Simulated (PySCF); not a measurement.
# How methods differ on the ionisation energy of C

C [He] 2s2 2p2 (3P) → C⁺ [He] 2s2 2p1 (2P), as a difference of total energies. All numbers are calculated (PySCF 2.14, no relativity, point nucleus, in cc-pVTZ (4s3p2d1f, 30 functions)). Correlated levels: valence: 1s2 frozen. The calculations carry no spin-orbit coupling.

| method | ionisation energy (eV) |
| --- | --- |
| UHF | 10.798 |
| M06-2X | 11.321 |
| r2SCAN | 11.669 |
| MP2 (valence) | 11.240 |
| SCS-MP2 (valence) | 11.111 |
| CCSD (valence) | 11.142 |
| CCSD(T) (valence) | 11.166 |

Errors of the correlated levels include the incompleteness of this basis and the frozen core.

Which method comes closest to the reference value, and which is furthest?

The reference is 11.262 eV (measured; NIST levels, between the centres of gravity of the two terms). Closest: MP2 (valence) (error -0.022 eV); furthest: UHF (error -0.464 eV).
